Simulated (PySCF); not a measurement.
Deuteron quadrupole couplings in `C=C([O-])OC`

Species: C₃H₅O₂ (charge -1).
Cartesian coordinates in Å at the GFN2-xTB, dihedral held level; atoms count from 1:
```
atom  x, y, z in Å
C1     1.954   -0.157    0.067
C2     0.631   -0.412    0.133
O3     0.003   -1.455    0.398
O4    -0.172    0.781   -0.217
C5    -1.415    0.808    0.395
H6     2.322    0.821   -0.190
H7     2.670   -0.947    0.221
H8    -2.166    1.194   -0.309
H9    -1.410    1.454    1.291
H10   -1.691   -0.214    0.693
```

Level: B3LYP/pcJ-1 (PySCF, non-relativistic); Q(2H) = 0.00286 b; rigid geometry, the same for H and D, with no vibrational averaging.

**Question.** Rank these positions by the coupling χzz of a deuteron there, largest first.
A. H10 (methyl hydrogen)
B. H8 (methyl hydrogen)
C. H7 (hydrogen on carbon)
D. H9 (methyl hydrogen)

**Answer.** C (234 kHz), B (195 kHz), D (188 kHz), A (179 kHz).

**Question.** What are Vzz, η and χzz (234.96 MHz × Q × Vzz) at all hydrogens?

**Answer.** 
| atom | bonded to | bond length (Å) | Vzz (au) | η | χzz (kHz) |
| --- | --- | --- | --- | --- | --- |
| H6 | C1 | 1.076 | 0.3487 | 0.15 | 234 |
| H7 | C1 | 1.077 | 0.3479 | 0.15 | 234 |
| H8 | C5 | 1.098 | 0.2908 | 0.06 | 195 |
| H9 | C5 | 1.104 | 0.2802 | 0.06 | 188 |
| H10 | C5 | 1.100 | 0.2666 | 0.03 | 179 |

**Question.** How does χzz go with the bond length over the 5 C–H bonds?

**Answer.** A straight-line fit has a slope of -18.9 kHz for each 0.01 Å, with a correlation coefficient of -0.97, over lengths from 1.076 to 1.104 Å. The longer bonds have the smaller couplings here.

**Question.** Give the 2H NMR doublet splittings at H9 for a magnetic field along the z, y and x axes of the gradient: 3χ/2, 3χ(1 + η)/4, 3χ(1 − η)/4.

**Answer.** With |χ| = 188.3 kHz and η = 0.061: 282, 150 and 133 kHz, to first order and without motion.

The geometry is a constrained GFN2-xTB structure with the dihedral O3–C2–O4–C5 held at 30°, isolated molecule; it need not be a minimum. The pcJ-1 basis has no diffuse functions, a weakness for an anion. The HOMO energy is positive at this level (+0.55 eV), so the outermost electrons may be held by the finite basis alone. GFN2-xTB bond lengths can be off by several hundredths of an ångström, more for odd bonds, and the gradients follow them. These gradients aren't converged with respect to the basis.
